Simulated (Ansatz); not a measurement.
Mulliken charges of C₂H₄FNO, SMILES `N=COCF` from r2SCAN/def2-TZVPP in Ansatz (PBE0-D4/def2-TZVP geometry).

```json
{"atom": "N1", "x (Å)": "0.181", "y (Å)": "0.894", "z (Å)": "-1.516", "charge (e)": "-0.331"}
{"atom": "C2", "x (Å)": "0.982", "y (Å)": "0.251", "z (Å)": "-0.790", "charge (e)": "0.185"}
{"atom": "O3", "x (Å)": "0.770", "y (Å)": "-0.414", "z (Å)": "0.364", "charge (e)": "-0.231"}
{"atom": "C4", "x (Å)": "-0.532", "y (Å)": "-0.417", "z (Å)": "0.871", "charge (e)": "0.234"}
{"atom": "F5", "x (Å)": "-0.492", "y (Å)": "-1.136", "z (Å)": "2.012", "charge (e)": "-0.208"}
{"atom": "H6", "x (Å)": "-0.776", "y (Å)": "0.911", "z (Å)": "-1.174", "charge (e)": "0.136"}
{"atom": "H7", "x (Å)": "2.032", "y (Å)": "0.167", "z (Å)": "-1.060", "charge (e)": "0.091"}
{"atom": "H8", "x (Å)": "-1.219", "y (Å)": "-0.904", "z (Å)": "0.169", "charge (e)": "0.062"}
{"atom": "H9", "x (Å)": "-0.857", "y (Å)": "0.603", "z (Å)": "1.106", "charge (e)": "0.062"}
```

Question: By hand: the dipole of these point charges (1 e Å = 4.8032 D).

Answer: Σ q r = (-0.128, 0.105, -0.120) e Å, of length 0.204 e Å = 0.98 D.

Question: How does the dipole of the full density compare? (Estimate.)

Answer: Ansatz gave: (-0.221, -0.005, 0.094) e Å, 1.15 D; the point charges give 0.85 times that, at 70° from its direction.

Point charges leave out the atoms' own dipoles, such as those of lone pairs, and Mulliken's split depends on the basis, so the two needn't agree.
